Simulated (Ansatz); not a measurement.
## Heat of formation of CH4 (methane) from total energies

CH4: 5 atoms, total charge 0, spin state singlet. SMILES: `C`. The shape is that of a PBE0-D4/def2-TZVP optimisation.

Total energies at CCSD/def2-TZVPP, 1 core orbital frozen (Ansatz 0.2.0); the atoms run unrestricted:

```
species    state  energy (Eh)
    CH4  singlet   -40.432381
      C  triplet   -37.778999
      H  doublet    -0.499810
```

Harmonic wavenumbers at PBE0-D4/def2-TZVP, in cm⁻¹: 1326, 1326, 1326, 1551, 1551, 3047, 3168, 3168, 3168.

Measured heats of formation of the gaseous atoms at 298.15 K, in kJ/mol: C 716.9, H 218.0. Take 1 Eh = 2625.50 kJ/mol, 1 cm⁻¹ = 0.0119627 kJ/mol, RT = 2.479 kJ/mol.

**Question.** Work out the heat of formation of the gas at 298 K.

**Answer.** 
1. Electronic atomisation energy: (-37.778999) + 4 × (-0.499810) − (-40.432381) = 0.654142 Eh = 1717.4 kJ/mol.
2. Zero-point energy: half the sum of the wavenumbers, 9815.5 cm⁻¹ = 117.4 kJ/mol.
3. Thermal vibrational enthalpy, Σ hcν̃/(exp(hcν̃/kT) − 1): 0.1 kJ/mol. Translation, rotation and pV of a non-linear molecule: 4 RT = 9.9 kJ/mol.
4. The 5 free atoms carry 5/2 RT each: 31.0 kJ/mol.
5. Atomisation enthalpy at 298 K: 1717.4 − 117.4 − 0.1 − 9.9 + 31.0 = 1621.0 kJ/mol.
6. Sum of the atoms' heats of formation: 1588.9 kJ/mol. Heat of formation: 1588.9 − 1621.0 = -32.1 kJ/mol.

The tabulated value is -74.5 kJ/mol (Active Thermochemical Tables), so this level is off by +42.4 kJ/mol, or 2.6 % of the atomisation enthalpy. Coupled cluster needs large bases for atomisation: in a finite one the molecule is underbound. Anharmonicity and any spin-orbit splitting of the molecule are left out, and so is core correlation.
